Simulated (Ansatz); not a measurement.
Results of PBEsol (Ansatz, a program for electronic structure, plane waves, PAW) for corundum Cr₂O₃.

Numerical settings: plane-wave cutoff 520 eV, 8×8×8 k mesh, Fermi–Dirac smearing 0.01 eV, spin-polarised with opposed moments, scalar-relativistic PAW data made under PBE.

Shape and atoms are relaxed at each volume.

Pressure at four volumes; x = ln(V/9.292 Å³). One pressure is withheld.

```json
[
 {"V (Å³/atom)": "8.921", "x": "-0.0407", "P (GPa)": "?"},
 {"V (Å³/atom)": "9.106", "x": "-0.0202", "P (GPa)": "4.54"},
 {"V (Å³/atom)": "9.292", "x": "0.0000", "P (GPa)": "0.00"},
 {"V (Å³/atom)": "9.664", "x": "0.0393", "P (GPa)": "-7.98"}
]
```

**Question.** Pass a parabola P(x) through the three rows shown, estimate the bulk modulus and its pressure derivative near zero pressure, and predict the withheld pressure.

**Answer.** Slopes between the rows: (0.00 − (4.54))/(0.0000 − (-0.0202)) = -224.75 and (-7.98 − (0.00))/(0.0393 − (0.0000)) = -203.05 GPa. Their difference over the span 0.0595 is c = 21.70/0.0595 = 364.7 GPa, so P(x) = 4.54 + (-224.75)(x − (-0.0202)) + 364.7 (x − (-0.0202))(x − (0.0000)). At the middle row B = −dP/dx = −[-224.75 + 364.7 × 0.0202] = 217.4 GPa, and B′ = dB/dP = 2c/B = 3.4. At x = -0.0407 the parabola gives 9.45 GPa; the run gives 9.46 GPa. The Birch–Murnaghan fit to the energies at all volumes has B0 = 217 GPa and B′ = 3.2.

Measured, for comparison: bulk modulus 234 GPa (temperature not stated, no zero-point or thermal correction, sources range from 206 to 245; as tabulated in Toher et al. (2017), arXiv:1611.05714). Computed less measured: bulk modulus -7 % (inside the range of the sources held).

Note: without U or exact exchange, gaps and moments of open d shells tend to come out too small.
